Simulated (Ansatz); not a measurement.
C$_{5}$H$_{7}$F, SMILES `C#CC(C)(C)F`, relaxed with RKS PBE0-D4/def2-TZVP in Ansatz 0.2.0 from a PBE-D4/def2-SVP geometry. The force threshold is 0.005 eV/Å; the program also tests the step.

Total charge 0; spin multiplicity 1.

Start:

```xyz
13

C    -1.891   -0.816    1.490
C    -0.890   -0.584    0.829
C     0.306   -0.277    0.024
C    -0.033   -0.255   -1.470
C     0.967    1.020    0.499
F     1.243   -1.316    0.221
H    -2.772   -1.031    2.078
H    -0.779    0.532   -1.692
H    -0.447   -1.233   -1.777
H     0.888   -0.056   -2.053
H     0.283    1.881    0.370
H     1.889    1.199   -0.089
H     1.235    0.937    1.570
```

**Question.** How much energy does the relaxation release, and in how many steps? (Estimate.)

**Answer.** The calculation gave: 1.65 kcal/mol, in 5 steps.

**Question.** Which bonds change most? (Estimate.)

**Answer.** The calculation gave: C1–C2 from 1.222 to 1.199 Å; C1–H7 from 1.081 to 1.065 Å; C5–H13 from 1.107 to 1.090 Å; C4–H9 from 1.106 to 1.090 Å.

**Question.** Give the relaxed structure. (An estimate is asked.)

**Answer.** Ansatz gave: 
```xyz
13

C    -1.868   -0.806    1.470
C    -0.883   -0.581    0.824
C     0.305   -0.277    0.025
C    -0.031   -0.254   -1.455
C     0.958    1.010    0.495
F     1.230   -1.308    0.224
H    -2.738   -1.014    2.047
H    -0.762    0.528   -1.665
H    -0.447   -1.214   -1.760
H     0.877   -0.057   -2.028
H     0.273    1.849    0.371
H     1.858    1.194   -0.094
H     1.228    0.930    1.548
```
